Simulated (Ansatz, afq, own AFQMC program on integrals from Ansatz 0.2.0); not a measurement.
Two steps: Ansatz 0.2.0 writes the Fock matrix and Cholesky factors of the valence space, and afq projects on them the lowest state that overlaps trial and start.

```yaml
crystal:
  periodic: [false, false, false]
  atoms:
    - {symbol: W, position_ang: [0.000000, 0.000000, 0.000000]}
    - {symbol: H, position_ang: [0.000000, 0.000000, 2.059000]}
basis:
  gaussian: {orbitals: def2-TZVPP}
total_charge: 1
magnetization: {spin_polarized: true, initial_magnetization: 6}
correlation: {method: ccsd_t, electrons: outside_noble_gas, hamiltonian_folder: ham}
```

```sh
$ ansatz run in.yaml --threads 1 --pin off --events-out ev --progress --plain --max-ram 16896MiB --backend cuda --devices 0, --max-vram 18GiB
```

Options of the walk:

```
--method phaseless --trial hf --walkers 4000 --populations 20 --least-time 40 --time-step 0.005 --steps-per-block 20 --equilibration-blocks 160 --max-blocks 4000 --target-error 0.0007499999999999999 --factor-cut 1e-05 --start spin_pure --seed 762 --taylor-order 6
```

Times are imaginary, in 1/Eh. The walk had a cap of 95 s. With eight or more populations the least sampling time is a fifth of least-time, and the error comes from their spread. Core potentials past Kr, no spin–orbit coupling.

Log:

```
orbitals 66  electrons 6 0  factors 441 of 441
reference energy -66.61064204 Eh
CCSD correlation -0.06670418 Eh in 11 cycles, weight of the determinant in the CISD state 0.9640
energy of the start -66.610642 Eh
 block  time / (1/Eh)  mean weight  energy / Eh
     1     0.100  1.0004  -66.625781
     2     0.200  1.0004  -66.637371
     3     0.300  1.0003  -66.645088
     4     0.400  1.0002  -66.651538
     5     0.500  1.0004  -66.656265
     7     0.700  1.0003  -66.661922
     9     0.900  1.0001  -66.666323
    13     1.300  1.0000  -66.671192
    25     2.500  1.0000  -66.677345
    37     3.700  1.0001  -66.676500
    49     4.900  1.0002  -66.678633
    61     6.100  0.9999  -66.677270
    67     6.700  0.9999  -66.679428
    73     7.300  0.9999  -66.677024
    85     8.500  1.0002  -66.676120
    97     9.700  1.0002  -66.676098
   109    10.900  0.9999  -66.678055
   121    12.100  1.0000  -66.676243
   133    13.300  1.0001  -66.676599
   145    14.500  1.0000  -66.677638
   157    15.700  0.9997  -66.678022
   169    16.900  0.9998  -66.676036
   181    18.100  0.9999  -66.676399
   193    19.300  0.9999  -66.675405
   205    20.500  1.0002  -66.675581
   217    21.700  1.0001  -66.675344
   229    22.900  1.0000  -66.673826
   235    23.500  1.0000  -66.677290
error from the spread of 20 populations
energy -66.675912 +/- 0.000342 Eh
(rows thinned)
```

The run passed its tests (sampling time, drift between the halves within three errors, error under three times the target), which doesn't prove that it has relaxed.

Against this walk (error 9.3 meV) on the same determinant: CCSD(T) 74.6 meV lower, CCSDT(Q) 81.4 meV lower, a separate phaseless walk with a CISD trial and standard settings 74.6 ± 9.3 meV lower. The error is statistical and leaves out the bias of the constraint. CCSDT(Q) is the surest value here, so the walk's 81 meV above it is most likely the bias of the constraint with this trial, which can have either sign.

Cautions: constraint bias not in the error; no spin-orbit coupling; outer-core shells of the metal frozen; lower spins were not checked; higher spins were not checked.

The walk took 40 s on 1 × NVIDIA H100 80GB HBM3 with 2 threads of AMD EPYC 7R13 Processor (Zen 3) (shared host) (the card was shared). The log's last line is the phaseless energy.

CCSDT and higher add their correlation energy to the determinant of the CCSD(T) run, since their own runs factorise the integrals more tightly (a shift of under 2 meV). A walk keeps the symmetry of its determinant, which the program's search chose and which needn't be the lowest solution, so a lower state of the same spin and another symmetry isn't excluded.
